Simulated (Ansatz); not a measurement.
Relaxation of CH$_{2}$NSi (5 atoms, charge 0, multiplicity 2), to a largest force component of 0.02 eV/Å in at most 40 steps.

Theory: UKS r2SCAN-D4/def2-SVP (Ansatz 0.2.0).

```xyz
5
Properties=species:S:1:pos:R:3
N -1.308 -0.563 -0.179
C -0.269 0.012 0.087
Si 1.443 0.138 0.591
H -1.561 -1.168 -0.947
H 1.695 1.582 0.448
```

Question: Where does it end, and by what steps?

Answer: It converged. After 10 steps the energy has fallen by 0.192 eV; H5 moved furthest, 0.32 Å.

```
step  energy less start (eV)  largest force component (eV/Å)  accepted
   0                  0.0000                           1.149       yes
   1                 -0.0829                           0.728       yes
   2                 -0.1324                           0.606       yes
   3                 -0.1679                           0.385       yes
   4                 -0.1604                           1.144        no
   5                 -0.1856                           0.181       yes
   6                 -0.1877                           0.427       yes
   7                 -0.1914                           0.055       yes
   8                 -0.1913                           0.042        no
   9                 -0.1917                           0.022       yes
  10                 -0.1917                           0.011       yes
```

```xyz
5
Properties=species:S:1:pos:R:3
N -1.202 -0.563 -0.190
C -0.096 -0.205 0.107
Si 1.571 0.141 0.791
H -1.704 -0.947 -0.983
H 1.431 1.574 0.275
```

Whether the end is a true minimum wasn't checked by a vibrational analysis.

Time of the run: 47 s on 1 thread of Arm Neoverse V2 (shared host), peak memory 0.17 GiB.
